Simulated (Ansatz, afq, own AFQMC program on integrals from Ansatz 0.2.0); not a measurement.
# Where AFQMC and coupled cluster stand for P⁺, triplet

A free P cation.

Basis cc-pVDZ. Only valence electrons are correlated. AFQMC by an in-house program on the Cholesky factors that Ansatz 0.2.0 writes for its CCSD(T) run. The CISD trial takes its coefficients from CCSD amplitudes. Released means that phaseless walkers are propagated on without the constraint, phases kept. Free AFQMC starts from the CCSD state and is never constrained. Its projection time is finite, and what remains of the start isn't in its error. Uncertainties: one standard error, sampling alone.

Determinant: UHF, the one that the program's search chose, which needn't be the lowest solution.

Full CI on the same integrals is exact in this basis and with this determinant's frozen core.

The T1 diagnostic is 0.0080 and the weight of the determinant in the CISD state is 0.946. The ⟨S²⟩ of the determinant is 2.010. The size of the correlated space is 4 electrons in 13 orbitals.

| level | correlation energy (eV) |
| --- | --- |
| MP2 | -1.3456 |
| CCSD | -1.9051 |
| CCSD(T) | -1.9300 |

**Question.** Estimate where phaseless AFQMC with the Hartree–Fock trial lies against CCSD(T) on the same integrals.

**Answer.** 73.1 ± 15.3 meV above CCSD(T).

Reference: full CI, correlation energy -1.941 eV. The released energy is read at 2.40 1/Eh (meV from the phaseless value at times in 1/Eh: -1.3 ± 0.5 at 0.24, -2.0 ± 0.4 at 0.51, -3.0 ± 0.4 at 0.99, -3.4 ± 0.4 at 1.62, -3.9 ± 0.4 at 2.40).

```json
{"level": "CCSD(T)", "E − E(reference) (meV)": "10.6", "share of correlation (%)": "99.46"}
{"level": "CCSDT", "E − E(reference) (meV)": "1.2", "share of correlation (%)": "99.94"}
{"level": "CCSDT(Q)", "E − E(reference) (meV)": "0.4", "share of correlation (%)": "99.98"}
{"level": "ph-AFQMC/HF", "E − E(reference) (meV)": "83.6 ± 15.3", "share of correlation (%)": "95.69"}
{"level": "ph-AFQMC/CISD", "E − E(reference) (meV)": "3.9 ± 0.7", "share of correlation (%)": "99.80"}
{"level": "released AFQMC", "E − E(reference) (meV)": "0.0 ± 0.4", "share of correlation (%)": "100.00"}
{"level": "free AFQMC", "E − E(reference) (meV)": "-0.2 ± 0.3", "share of correlation (%)": "100.01"}
```

CCSDT and higher add their correlation energy to the determinant of the CCSD(T) run, since their own runs factorise the integrals more tightly (a shift of under 2 meV). Free projections are given only where their last times agree within the noise and don't stop above the reference; a slow remainder of the start can still hide under it. A walk keeps the symmetry of its determinant, which the program's search chose and which needn't be the lowest solution, so a lower state of the same spin and another symmetry isn't excluded. Released energies are given only where the last usable release times agree within the noise; a slower fall can still hide under it.
